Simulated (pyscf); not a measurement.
Elementary routes open to HO–Ta(F)(F)(F)–F + H atom (H•) in the gas phase (doublet surface):
A. water (H₂O) + [F–Ta(F)(F)–F]• (O–Ta broken; H–O formed)
B. [O–Ta(F)(F)(F)–F]• + hydrogen (H₂) (H–O broken; H–H formed)

Structures and frequencies: ωB97X-D3(BJ)/def2-SVP in PySCF.

Question: Rank the routes by free-energy barrier at 298 K, lowest first, for ωB97M-D3(BJ)/def2-TZVP energies (ideal gas, 1 atm, RRHO with modes under 100 cm⁻¹ raised to 100, one conformer, R ln 2 for chiral ones without a mode under 150 cm⁻¹).

Answer: A (77.1 kJ/mol), B (102.0 kJ/mol)

Route A is the fastest of these, ahead of the next by 24.9 kJ/mol. The most stable products are those of A (ΔG = -33.8 kJ/mol), so kinetics and thermodynamics agree. At 1200 K A is still the fastest. A: On the product side the descent ends in an adduct with a O–Ta contact (not fully relaxed), 80.6 kJ/mol under the separated species and 140.4 kJ/mol under the saddle at ωB97X-D3(BJ)/def2-TZVP. Only these routes are compared; each barrier is that of the saddle found, and lower ones may exist. Open-shell species with a d-block atom are single-reference here; other states, and whether the spin sits on metal or ligand, were not checked. Elements past Kr carry the def2 core potentials, without spin-orbit coupling.
